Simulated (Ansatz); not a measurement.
C$_{2}$H$_{7}$N, charge +1, doublet, at a GFN2-xTB geometry (a state made from the parent by changing its charge; the spin is typed, not shown lowest); SVWN5/STO-3G (Ansatz, a quantum-chemistry and plane-wave program).

Here is a job for Ansatz.
Ansatz 0.2 input:
```yaml
crystal:
  periodic: [false, false, false]
  atoms:
    - {symbol: C, position_ang: [1.21345303, 0.27761551, 0.17430656]}
    - {symbol: N, position_ang: [0.03751869, -0.26276197, -0.35002414]}
    - {symbol: C, position_ang: [-1.24784022, -0.03678500, 0.14650277]}
    - {symbol: H, position_ang: [1.92869828, -0.51779860, 0.43796710]}
    - {symbol: H, position_ang: [1.01682614, 0.90235343, 1.04484140]}
    - {symbol: H, position_ang: [1.75201387, 0.86309442, -0.58857406]}
    - {symbol: H, position_ang: [0.12435315, -0.87090672, -1.16013127]}
    - {symbol: H, position_ang: [-1.73453079, -0.98553706, 0.42546873]}
    - {symbol: H, position_ang: [-1.90726403, 0.36768397, -0.63793418]}
    - {symbol: H, position_ang: [-1.23640431, 0.63546126, 1.00367526]}
basis:
  gaussian:
    orbitals: STO-3G
hamiltonian:
  xc: {name: SVWN5}
total_charge: 1
magnetization: {spin_polarized: false, initial_magnetization: 1}
```

Problem. Predict the main parts of the log of this Ansatz run.

Solution. 
```
Functional definition: SVWN5
308 factors; integrals over basis functions are off by at most 4.5e-5 eV
mean field evaluation 1: about -3591.3475 eV, gradient 1.6e1 eV
mean field evaluation 2: about -3591.2594 eV, gradient 1.5e1 eV
mean field evaluation 4: about -3592.0518 eV, gradient 2.5e0 eV
mean field evaluation 8: about -3592.0718 eV, gradient 1.5e-2 eV
mean field -3592.07181728 eV, -132.0062044915 hartree, gradient 3.0e-5 eV, S^2 0.750000; 0 other end points of the search recorded, 0 dependent functions left out
reference -3592.07184058 eV, -132.0062053475 hartree; 13, 12 occupied and 9, 10 virtual orbitals, 308 factors
Total energy: -3592.07184058 eV, -132.0062053475 hartree
```
